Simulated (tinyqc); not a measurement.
Worked calculation (part 1 of 2): MP2 on RHF in the sto-3g basis, frozen core, for H2F+, spin multiplicity 1. Computed by tinyqc, a small Python program that keeps every step (integrals from PySCF). Settings: charge = 1, multiplicity = 1, basis = sto-3g, method = RHF, frozen orbitals = 1, energy threshold = 1e-10, iteration cap = 85, orthogonalisation = symmetric, start = core, DIIS depth = 6. Command: `OMP_NUM_THREADS=1 python tinyqc.py 23651 23652 out.jsonl` (the two numbers bound the seeds that draw the settings). One thread of a shared host (Intel(R) Xeon(R) Processor @ 2.60GHz), about 0.1 s of CPU time with the checks. Later iterations appear only in the table of the cycle.

## One-electron integrals

Geometry (angstrom):
```
atom         x          y         z
F     0.000000   0.000000  0.000000
H     0.000000   0.851000  0.450000
H     0.000000  -0.901000  0.477000
```

Basis sto-3g: exponents (1/bohr^2) and contraction coefficients of normalised primitives:
```
element  l (shell)    exponent  coefficient
F            s (1)  166.679130     0.154329
F            s (1)   30.360812     0.535328
F            s (1)    8.216821     0.444635
F            s (2)    6.464803    -0.099967
F            s (2)    1.502281     0.399513
F            s (2)    0.488588     0.700115
F            p (3)    6.464803     0.155916
F            p (3)    1.502281     0.607684
F            p (3)    0.488588     0.391957
H            s (1)    3.425251     0.154329
H            s (1)    0.623914     0.535328
H            s (1)    0.168855     0.444635
```

Overlap, kinetic and nuclear-attraction integrals over the contracted functions; the nuclear repulsion is the sum of Za Zb / Rab.

nuclear repulsion = 9.92098306 hartree

overlap S:
```
           1F 1s     1F 2s    1F 2px     1F 2py    1F 2pz     2H 1s      3H 1s
1F 1s   1.000000  0.237990  0.000000   0.000000  0.000000  0.044375   0.038722
1F 2s   0.237990  1.000000  0.000000   0.000000  0.000000  0.418820   0.383129
1F 2px  0.000000  0.000000  1.000000   0.000000  0.000000  0.000000   0.000000
1F 2py  0.000000  0.000000  0.000000   1.000000  0.000000  0.294541  -0.276186
1F 2pz  0.000000  0.000000  0.000000   0.000000  1.000000  0.155750   0.146216
2H 1s   0.044375  0.418820  0.000000   0.294541  0.155750  1.000000   0.176662
3H 1s   0.038722  0.383129  0.000000  -0.276186  0.146216  0.176662   1.000000
```

kinetic energy T (hartree):
```
            1F 1s      1F 2s    1F 2px     1F 2py    1F 2pz      2H 1s      3H 1s
1F 1s   36.984577  -0.212858  0.000000   0.000000  0.000000  -0.002814  -0.005482
1F 2s   -0.212858   1.037995  0.000000   0.000000  0.000000   0.105467   0.080312
1F 2px   0.000000   0.000000  3.248015   0.000000  0.000000   0.000000   0.000000
1F 2py   0.000000   0.000000  0.000000   3.248015  0.000000   0.211872  -0.176930
1F 2pz   0.000000   0.000000  0.000000   0.000000  3.248015   0.112036   0.093669
2H 1s   -0.002814   0.105467  0.000000   0.211872  0.112036   0.760032  -0.004650
3H 1s   -0.005482   0.080312  0.000000  -0.176930  0.093669  -0.004650   0.760032
```

nuclear attraction V (hartree):
```
             1F 1s       1F 2s      1F 2px      1F 2py      1F 2pz      2H 1s      3H 1s
1F 1s   -78.078355   -9.431166    0.000000   -0.001312   -0.012087  -1.809118  -1.575904
1F 2s    -9.431166  -12.605112    0.000000   -0.014475   -0.146902  -4.054643  -3.647323
1F 2px    0.000000    0.000000  -12.447223    0.000000    0.000000   0.000000   0.000000
1F 2py   -0.001312   -0.014475    0.000000  -12.598777   -0.005782  -2.489864   2.279272
1F 2pz   -0.012087   -0.146902    0.000000   -0.005782  -12.489647  -1.355685  -1.244663
2H 1s    -1.809118   -4.054643    0.000000   -2.489864   -1.355685  -6.299530  -1.263801
3H 1s    -1.575904   -3.647323    0.000000    2.279272   -1.244663  -1.263801  -6.066853
```

core Hamiltonian H = T + V (hartree):
```
             1F 1s       1F 2s     1F 2px     1F 2py     1F 2pz      2H 1s      3H 1s
1F 1s   -41.093778   -9.644024   0.000000  -0.001312  -0.012087  -1.811933  -1.581387
1F 2s    -9.644024  -11.567117   0.000000  -0.014475  -0.146902  -3.949177  -3.567011
1F 2px    0.000000    0.000000  -9.199208   0.000000   0.000000   0.000000   0.000000
1F 2py   -0.001312   -0.014475   0.000000  -9.350762  -0.005782  -2.277992   2.102342
1F 2pz   -0.012087   -0.146902   0.000000  -0.005782  -9.241632  -1.243649  -1.150995
2H 1s    -1.811933   -3.949177   0.000000  -2.277992  -1.243649  -5.539499  -1.268451
3H 1s    -1.581387   -3.567011   0.000000   2.102342  -1.150995  -1.268451  -5.306821
```

## Two-electron integrals

Functions are numbered as in S; the eight-fold symmetry (ij|kl) = (ji|kl) = (kl|ij) leaves the list below.

Two-electron integrals (ij|kl) in chemists' order, unique and non-zero (hartree):
```
(11|11) 5.403501    (21|11) 0.841920    (21|21) 0.156299    (22|11) 1.268028
(22|21) 0.292344    (22|22) 0.926167    (31|31) 0.027998    (32|31) 0.043169
(32|32) 0.204588    (33|11) 1.264502    (33|21) 0.292403    (33|22) 0.925959
(33|33) 0.997514    (41|41) 0.027998    (42|41) 0.043169    (42|42) 0.204588
(43|43) 0.053770    (44|11) 1.264502    (44|21) 0.292403    (44|22) 0.925959
(44|33) 0.889973    (44|44) 0.997514    (51|51) 0.027998    (52|51) 0.043169
(52|52) 0.204588    (53|53) 0.053770    (54|54) 0.053770    (55|11) 1.264502
(55|21) 0.292403    (55|22) 0.925959    (55|33) 0.889973    (55|44) 0.889973
(55|55) 0.997514    (61|11) 0.159482    (61|21) 0.029345    (61|22) 0.054497
(61|33) 0.054415    (61|41) 0.001063    (61|42) 0.001987    (61|44) 0.054613
(61|51) 0.000562    (61|52) 0.001051    (61|54) 0.000105    (61|55) 0.054471
(61|61) 0.005566    (62|11) 0.389834    (62|21) 0.091023    (62|22) 0.320108
(62|33) 0.315523    (62|41) 0.005467    (62|42) 0.042049    (62|44) 0.326032
(62|51) 0.002891    (62|52) 0.022235    (62|54) 0.005557    (62|55) 0.318461
(62|61) 0.017321    (62|62) 0.134332    (63|31) 0.009697    (63|32) 0.056819
(63|43) 0.008928    (63|53) 0.004721    (63|63) 0.020263    (64|11) 0.229111
(64|21) 0.054200    (64|22) 0.204094    (64|33) 0.195267    (64|41) 0.012553
(64|42) 0.082377    (64|44) 0.219683    (64|51) 0.001510    (64|52) 0.013515
(64|54) 0.008190    (64|55) 0.197101    (64|61) 0.010763    (64|62) 0.104971
(64|64) 0.101687    (65|11) 0.121151    (65|21) 0.028660    (65|22) 0.107923
(65|33) 0.103255    (65|41) 0.001510    (65|42) 0.013515    (65|44) 0.106724
(65|51) 0.010495    (65|52) 0.063966    (65|54) 0.010762    (65|55) 0.113667
(65|61) 0.005691    (65|62) 0.055508    (65|64) 0.043056    (65|65) 0.043031
(66|11) 0.529574    (66|21) 0.125688    (66|22) 0.508691    (66|33) 0.490944
(66|41) 0.009841    (66|42) 0.105486    (66|44) 0.532082    (66|51) 0.005204
(66|52) 0.055780    (66|54) 0.021753    (66|55) 0.502447    (66|61) 0.024090
(66|62) 0.268859    (66|64) 0.244029    (66|65) 0.129040    (66|66) 0.774606
(71|11) 0.138980    (71|21) 0.025583    (71|22) 0.047546    (71|33) 0.047473
(71|41) -0.000929   (71|42) -0.001741   (71|44) 0.047649    (71|51) 0.000492
(71|52) 0.000922    (71|54) -0.000093   (71|55) 0.047522    (71|61) 0.004779
(71|62) 0.014638    (71|64) 0.008334    (71|65) 0.004815    (71|66) 0.020139
(71|71) 0.004231    (72|11) 0.350667    (72|21) 0.081927    (72|22) 0.289420
(72|33) 0.285195    (72|41) -0.004937   (72|42) -0.038459   (72|44) 0.294875
(72|51) 0.002614    (72|52) 0.020360    (72|54) -0.005125   (72|55) 0.287908
(72|61) 0.015101    (72|62) 0.098191    (72|64) 0.052692    (72|65) 0.039400
(72|66) 0.160061    (72|71) 0.013605    (72|72) 0.111164    (73|31) 0.008592
(73|32) 0.050851    (73|43) -0.008105   (73|53) 0.004291    (73|63) 0.014152
(73|73) 0.016508    (74|11) -0.210415   (74|21) -0.049792   (74|22) -0.188292
(74|33) -0.180229   (74|41) 0.011216    (74|42) 0.074588    (74|44) -0.202503
(74|51) -0.001389   (74|52) -0.012567   (74|54) 0.007501    (74|55) -0.181929
(74|61) -0.008791   (74|62) -0.054237   (74|64) -0.015375   (74|65) -0.021301
(74|66) -0.079664   (74|71) -0.008618   (74|72) -0.088679   (74|74) 0.086713
(75|11) 0.111396    (75|21) 0.026360    (75|22) 0.099684    (75|33) 0.095416
(75|41) -0.001389   (75|42) -0.012567   (75|44) 0.098625    (75|51) 0.009328
(75|52) 0.057504    (75|54) -0.009805   (75|55) 0.104897    (75|61) 0.005067
(75|62) 0.039999    (75|64) 0.021043    (75|65) 0.030002    (75|66) 0.071923
(75|71) 0.004562    (75|72) 0.046948    (75|74) -0.037167   (75|75) 0.036185
(76|11) 0.116613    (76|21) 0.027476    (76|22) 0.104988    (76|33) 0.103275
(76|41) -0.000031   (76|42) -0.000370   (76|44) 0.105621    (76|51) 0.001424
(76|52) 0.013143    (76|54) -0.000072   (76|55) 0.105956    (76|61) 0.005159
(76|62) 0.042826    (76|64) 0.029062    (76|65) 0.020238    (76|66) 0.088349
(76|71) 0.004505    (76|72) 0.039354    (76|74) -0.027630   (76|75) 0.018942
(76|76) 0.016813    (77|11) 0.503860    (77|21) 0.119651    (77|22) 0.487433
(77|33) 0.470726    (77|41) -0.009092   (77|42) -0.099665   (77|44) 0.509437
(77|51) 0.004813    (77|52) 0.052764    (77|54) -0.020494   (77|55) 0.481576
(77|61) 0.021983    (77|62) 0.170033    (77|64) 0.082378    (77|65) 0.075125
(77|66) 0.299499    (77|71) 0.019999    (77|72) 0.239574    (77|74) -0.222067
(77|75) 0.117565    (77|76) 0.088349    (77|77) 0.774606
```

## Orthogonalisation

S = U s U^T; symmetric (Loewdin) form X = U s^(-1/2) U^T, so that X^T S X = 1.

eigenvalues of S: 0.436932  0.504639  0.912528  1.000000  1.070675  1.324022  1.751204

X:
```
            1F 1s      1F 2s    1F 2px     1F 2py     1F 2pz      2H 1s      3H 1s
1F 1s    1.023909  -0.138071  0.000000  -0.000838  -0.005372   0.019630   0.017942
1F 2s   -0.138071   1.167609  0.000000   0.010847   0.053499  -0.245184  -0.212377
1F 2px   0.000000   0.000000  1.000000   0.000000   0.000000   0.000000   0.000000
1F 2py  -0.000838   0.010847  0.000000   1.084292   0.003437  -0.197610   0.181143
1F 2pz  -0.005372   0.053499  0.000000   0.003437   1.019684  -0.089333  -0.079731
2H 1s    0.019630  -0.245184  0.000000  -0.197610  -0.089333   1.144106  -0.070332
3H 1s    0.017942  -0.212377  0.000000   0.181143  -0.079731  -0.070332   1.118937
```

## Starting guess

The start is the orbitals of the core Hamiltonian; D = 2 C_occ C_occ^T.

D at the start:
```
            1F 1s      1F 2s    1F 2px     1F 2py     1F 2pz      2H 1s      3H 1s
1F 1s    2.131645  -0.576096  0.000000  -0.004975  -0.028348   0.071298   0.062544
1F 2s   -0.576096   2.516099  0.000000   0.033522   0.167012  -0.307252  -0.266480
1F 2px   0.000000   0.000000  2.000000   0.000000   0.000000   0.000000   0.000000
1F 2py  -0.004975   0.033522  0.000000   2.296993   0.011709  -0.341640   0.311902
1F 2pz  -0.028348   0.167012  0.000000   0.011709   2.067990  -0.149093  -0.133628
2H 1s    0.071298  -0.307252  0.000000  -0.341640  -0.149093   0.095014  -0.006566
3H 1s    0.062544  -0.266480  0.000000   0.311902  -0.133628  -0.006566   0.078238
```

## Iteration 1: building the Fock matrix

J_ij = sum D_kl (ij|kl), K_ij = sum D_kl (ik|jl); F = H + J - 0.5 K; E = tr D H + tr D J / 2 - 0.25 tr D K + E_nn.

Coulomb J (hartree):
```
            1F 1s      1F 2s     1F 2px     1F 2py     1F 2pz     2H 1s      3H 1s
1F 1s   21.135497   4.056338   0.000000   0.000488   0.003136  0.761386   0.663910
1F 2s    4.056338  10.022309   0.000000  -0.000190  -0.000620  3.355114   3.030510
1F 2px   0.000000   0.000000  10.015903   0.000000   0.000000  0.000000   0.000000
1F 2py   0.000488  -0.000190   0.000000  10.010711  -0.000462  2.093924  -1.931246
1F 2pz   0.003136  -0.000620   0.000000  -0.000462  10.013931  1.106027   1.021114
2H 1s    0.761386   3.355114   0.000000   2.093924   1.106027  5.110088   1.074541
3H 1s    0.663910   3.030510   0.000000  -1.931246   1.021114  1.074541   4.893149
```

exchange K (hartree):
```
            1F 1s     1F 2s    1F 2px     1F 2py     1F 2pz     2H 1s      3H 1s
1F 1s   11.127411  1.955490  0.000000   0.000203   0.001218  0.386288   0.337716
1F 2s    1.955490  3.256511  0.000000   0.000131   0.004601  0.957707   0.861235
1F 2px   0.000000  0.000000  2.684199   0.000000   0.000000  0.000000   0.000000
1F 2py   0.000203  0.000131  0.000000   2.683316  -0.000859  0.443319  -0.407797
1F 2pz   0.001218  0.004601  0.000000  -0.000859   2.682440  0.234154   0.214903
2H 1s    0.386288  0.957707  0.000000   0.443319   0.234154  0.416442   0.214679
3H 1s    0.337716  0.861235  0.000000  -0.407797   0.214903  0.214679   0.344366
```

Fock matrix F (hartree):
```
             1F 1s      1F 2s     1F 2px     1F 2py     1F 2pz      2H 1s      3H 1s
1F 1s   -25.521986  -6.565431   0.000000  -0.000926  -0.009560  -1.243691  -1.086335
1F 2s    -6.565431  -3.173063   0.000000  -0.014730  -0.149823  -1.072916  -0.967119
1F 2px    0.000000   0.000000  -0.525405   0.000000   0.000000   0.000000   0.000000
1F 2py   -0.000926  -0.014730   0.000000  -0.681709  -0.005815  -0.405727   0.374995
1F 2pz   -0.009560  -0.149823   0.000000  -0.005815  -0.568921  -0.254700  -0.237332
2H 1s    -1.243691  -1.072916   0.000000  -0.405727  -0.254700  -0.637632  -0.301249
3H 1s    -1.086335  -0.967119   0.000000   0.374995  -0.237332  -0.301249  -0.585855
```

total energy of this density = -97.77484847 hartree

## Iteration 1: diagonalisation and new density

Diagonalise F' = X^T F X, C = X C', fill 5 alpha and 5 beta electrons from the bottom; D = 2 C_occ C_occ^T. Each column has its largest component positive (the first on a tie).

F' = X^T F X (hartree):
```
            1          2          3          4          5          6          7
1  -25.041127  -3.401230   0.000000  -0.001411  -0.016418  -0.182601  -0.143255
2   -3.401230  -1.853806   0.000000   0.002614  -0.057332  -0.438245  -0.383445
3    0.000000   0.000000  -0.525405   0.000000   0.000000   0.000000   0.000000
4   -0.001411   0.002614   0.000000  -0.502769   0.001001  -0.340182   0.312809
5   -0.016418  -0.057332   0.000000   0.001001  -0.525565  -0.172259  -0.155201
6   -0.182601  -0.438245   0.000000  -0.340182  -0.172259  -0.207077  -0.079664
7   -0.143255  -0.383445   0.000000   0.312809  -0.155201  -0.079664  -0.231321
```

orbital energies (hartree): MO1 -25.533639, MO2 -1.611003, MO3 -0.816866, MO4 -0.578779, MO5 -0.525405, MO6 -0.002521, MO7 0.181143

coefficients C:
```
              MO1        MO2        MO3        MO4       MO5        MO6        MO7
1F 1s    0.994038  -0.251739   0.006548   0.069254  0.000000   0.106483   0.022995
1F 2s    0.025733   0.945269  -0.032919  -0.335515  0.000000  -0.675902  -0.160877
1F 2px   0.000000   0.000000   0.000000   0.000000  1.000000   0.000000   0.000000
1F 2py   0.000309   0.014889   0.745312  -0.010141  0.000000   0.133629  -0.820981
1F 2pz   0.001935   0.134109   0.009413   0.900005  0.000000  -0.469893  -0.090053
2H 1s   -0.005140   0.084268   0.320812   0.178038  0.000000   0.619016   0.946852
3H 1s   -0.004524   0.073803  -0.322541   0.191478  0.000000   0.878607  -0.650729
```

D after iteration 1:
```
            1F 1s      1F 2s    1F 2px     1F 2py     1F 2pz      2H 1s      3H 1s
1F 1s    2.112645  -0.471666  0.000000   0.001474   0.061107  -0.023785  -0.023855
1F 2s   -0.471666   2.015699  0.000000  -0.014100  -0.350911   0.018458   0.032043
1F 2px   0.000000   0.000000  2.000000   0.000000   0.000000   0.000000   0.000000
1F 2py   0.001474  -0.014100  0.000000   1.111629  -0.000229   0.477105  -0.482476
1F 2pz   0.061107  -0.350911  0.000000  -0.000229   1.656172   0.349093   0.358369
2H 1s   -0.023785   0.018458  0.000000   0.477105   0.349093   0.283491  -0.126284
3H 1s   -0.023855   0.032043  0.000000  -0.482476   0.358369  -0.126284   0.292328
```

## Iteration 8 (converged): orbitals

converged F (hartree):
```
             1F 1s      1F 2s     1F 2px     1F 2py     1F 2pz      2H 1s      3H 1s
1F 1s   -26.591253  -6.783717   0.000000  -0.001481  -0.021395  -1.283600  -1.121148
1F 2s    -6.783717  -3.627747   0.000000  -0.013390  -0.102250  -1.282237  -1.161755
1F 2px    0.000000   0.000000  -1.030775   0.000000   0.000000   0.000000   0.000000
1F 2py   -0.001481  -0.013390   0.000000  -0.995594  -0.007297  -0.587004   0.552047
1F 2pz   -0.021395  -0.102250   0.000000  -0.007297  -1.005998  -0.364374  -0.345688
2H 1s    -1.283600  -1.282237   0.000000  -0.587004  -0.364374  -0.892908  -0.347324
3H 1s    -1.121148  -1.161755   0.000000   0.552047  -0.345688  -0.347324  -0.818151
```

As before.

F' = X^T F X (hartree):
```
            1          2          3          4          5          6          7
1  -26.109840  -3.444954   0.000000  -0.002412  -0.037956  -0.178771  -0.138911
2   -3.444954  -2.232320   0.000000   0.008442   0.035595  -0.536885  -0.477856
3    0.000000   0.000000  -1.030775   0.000000   0.000000   0.000000   0.000000
4   -0.002412   0.008442   0.000000  -0.738746   0.001227  -0.477754   0.449074
5   -0.037956   0.035595   0.000000   0.001227  -0.938883  -0.253154  -0.236528
6   -0.178771  -0.536885   0.000000  -0.477754  -0.253154  -0.357170  -0.077942
7   -0.138911  -0.477856   0.000000   0.449074  -0.236528  -0.077942  -0.367406
```

orbital energies (hartree): MO1 -26.601012, MO2 -2.043724, MO3 -1.204969, MO4 -1.052237, MO5 -1.030775, MO6 -0.029160, MO7 0.186737

coefficients C:
```
              MO1        MO2        MO3        MO4       MO5        MO6        MO7
1F 1s    0.994645  -0.249892   0.007650   0.059308  0.000000   0.111652   0.019554
1F 2s    0.023194   0.942683  -0.040535  -0.299177  0.000000  -0.700948  -0.137498
1F 2px   0.000000   0.000000   0.000000   0.000000  1.000000   0.000000   0.000000
1F 2py   0.000305   0.011996   0.727603  -0.028788  0.000000   0.101771  -0.840800
1F 2pz   0.002167   0.095624   0.030087   0.906418  0.000000  -0.468981  -0.073513
2H 1s   -0.004623   0.092853   0.344463   0.169065  0.000000   0.654157   0.915234
3H 1s   -0.004045   0.081595  -0.331611   0.195732  0.000000   0.853110  -0.677358
```

D after iteration 8:
```
            1F 1s      1F 2s    1F 2px     1F 2py     1F 2pz      2H 1s      3H 1s
1F 1s    2.110683  -0.461106  0.000000   0.002330   0.064496  -0.030279  -0.030684
1F 2s   -0.461106   1.960680  0.000000  -0.019130  -0.364412   0.045762   0.063416
1F 2px   0.000000   0.000000  2.000000   0.000000   0.000000   0.000000   0.000000
1F 2py   0.002330  -0.019130  0.000000   1.060759  -0.006110   0.493756  -0.491877
1F 2pz   0.064496  -0.364412  0.000000  -0.006110   1.663296   0.344952   0.350463
2H 1s   -0.030279   0.045762  0.000000   0.493756   0.344952   0.311762  -0.147083
3H 1s   -0.030684   0.063416  0.000000  -0.491877   0.350463  -0.147083   0.309902
```

## Convergence

Stop when the energy changes by less than 1e-10 hartree and every element of the error matrix X^T (F D S - S D F) X is below 3e-06.

Course of the cycle:
```
iteration   E (hartree)     change  largest element of the error matrix
1          -97.77484847          -                             6.53e-01
2          -98.85547477  -1.08e+00                             4.95e-02
3          -98.85779611  -2.32e-03                             7.93e-03
4          -98.85788194  -8.58e-05                             1.94e-03
5          -98.85789450  -1.26e-05                             4.53e-04
6          -98.85789483  -3.25e-07                             9.47e-05
7          -98.85789484  -8.51e-09                             2.82e-06
8          -98.85789484  -9.45e-12                             1.27e-07
```

PySCF RHF in the same basis = -98.85789484 hartree

Converged in 8 iterations.

## Populations, bond orders and dipole

Mulliken: Z minus the diagonal of D S on the atom; Loewdin: the same with S^(1/2) D S^(1/2); Mayer order: 2 sum_s sum (D(s) S)_ij (D(s) S)_ji over the two atoms.

Charges (e):
```
atom   Mulliken   Loewdin
1F    -0.003123  0.157281
2H     0.497242  0.410676
3H     0.505881  0.432043
```

Mayer bond orders:
```
pair     order
2-1   0.727314
3-1   0.718648
3-2   0.025437
```

dipole moment about the origin, x y z (debye): 0.000000  -0.171456  2.605237
